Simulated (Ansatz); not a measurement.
# AlH5OSi (SMILES [AlH2][O][SiH3]): a relaxed scan of the bond length Al1–H4

Aim: the energy along the bond length Al1–H4, from CCSD(T) and from cheaper methods, relative to the minimum. At each value the rest of the molecule is relaxed at PBE0-D4 with the distance held.

Program: Ansatz 0.2.0, Gaussian basis. Level of theory: single points in def2-TZVPP. These are calculated values, not measurements.

Levels: PBE-D4, r2SCAN-D4, PBE0-D4, B3LYP-D4, wB97M-V, Hartree-Fock, MP2, CCSD, CCSD(T). The scan takes 1.358, 1.405, 1.473, 1.552, 1.640, 1.735, 1.836, 1.942, 2.053 Å.

Correlated methods freeze the cores. B3LYP uses VWN-RPA correlation.

18 further runs of the same task are left out: 18 set aside as unsound or not needed.

## Step 1: The system as given

SMILES `[AlH2][O][SiH3]`, 8 atoms, charge 0, spin multiplicity 1.

Atoms are counted from 1 here; the program's logs count them from 0.

Bond lengths: Al1–O2 1.772 Å, Al1–Si3 2.745 Å, Al1–H4 1.560 Å, Al1–H5 1.620 Å, O2–Si3 1.700 Å, Si3–H6 1.483 Å, Si3–H7 1.432 Å, Si3–H8 1.517 Å. Angles: O2–Al1–Si3 36.8°, O2–Al1–H4 121.4°, O2–Al1–H5 122.2°, Si3–Al1–H4 114.4°, Si3–Al1–H5 116.0°, H4–Al1–H5 116.4°, Al1–O2–Si3 104.5°, Al1–Si3–O2 38.7°, Al1–Si3–H6 147.5°, Al1–Si3–H7 91.9°, Al1–Si3–H8 90.6°, O2–Si3–H6 108.8°, O2–Si3–H7 113.1°, O2–Si3–H8 110.3°, H6–Si3–H7 108.0°, H6–Si3–H8 105.0°, H7–Si3–H8 111.3°.

As a file:

```xyz
8
charge 0, multiplicity 1
Al   -0.81670    0.86390   -0.98230
O     0.36630   -0.45420   -1.02540
Si    0.68970   -0.78990    0.60910
H    -2.35000    0.57900   -0.94060
H    -0.37460    2.42170   -1.00840
H     1.71110   -1.86190    0.68470
H    -0.46640   -1.22740    1.33230
H     1.33270    0.41180    1.27480
```

## Step 2: A first relaxation in a small basis

Contents of pre/in.yaml:

```yaml
crystal:
  periodic: [false, false, false]
  atoms:
    - {symbol: Al, position_ang: [-0.816700, 0.863900, -0.982300]}
    - {symbol: O, position_ang: [0.366300, -0.454200, -1.025400]}
    - {symbol: Si, position_ang: [0.689700, -0.789900, 0.609100]}
    - {symbol: H, position_ang: [-2.350000, 0.579000, -0.940600]}
    - {symbol: H, position_ang: [-0.374600, 2.421700, -1.008400]}
    - {symbol: H, position_ang: [1.711100, -1.861900, 0.684700]}
    - {symbol: H, position_ang: [-0.466400, -1.227400, 1.332300]}
    - {symbol: H, position_ang: [1.332700, 0.411800, 1.274800]}
basis:
  gaussian: {orbitals: def2-SVP}
hamiltonian: {xc: pbe, dispersion: d4}
relax: {f_tol: 0.03, max_steps: 250}
```

No record of the launch command was kept for these runs.

After this run come: Relaxation at PBE0-D4; Reference energies at the minimum; Al1–H4 = 1.358 Å; Al1–H4 = 1.405 Å; Al1–H4 = 1.473 Å; Al1–H4 = 1.552 Å; Al1–H4 = 1.640 Å; Al1–H4 = 1.735 Å; Al1–H4 = 1.836 Å; Al1–H4 = 1.942 Å; Al1–H4 = 2.053 Å.

Before running it: what results should come out? Wanted: highest point, CCSD(T); lowest point, CCSD(T); minimum along the scan, CCSD(T); RMS deviation from CCSD(T); largest T1 diagnostic.

**Answer**, as computed:

| quantity | value |
| --- | --- |
| highest point, CCSD(T) | 872 meV at 2.053 Å |
| lowest point, CCSD(T) | 0 meV at 1.579 Å |
| minimum along the scan, CCSD(T) | 1.574 Å |
| curvature there | 13.6 eV/Å² |
| RMS deviation from CCSD(T) | PBE-D4 54, r2SCAN-D4 9, PBE0-D4 15, B3LYP-D4 14, wB97M-V 26, Hartree-Fock 42, MP2 29, CCSD 6 meV |
| largest T1 diagnostic | 0.013 |

What this shows: A polynomial through the near points puts the CCSD(T) minimum 0.005 Å below the PBE0-D4 value. The well is lopsided: squeezing costs more than stretching by the same length. Curvature against CCSD(T): PBE-D4 -8 %, Hartree-Fock +10 %. The curve of CCSD lies nearest to CCSD(T), that of PBE-D4 farthest.
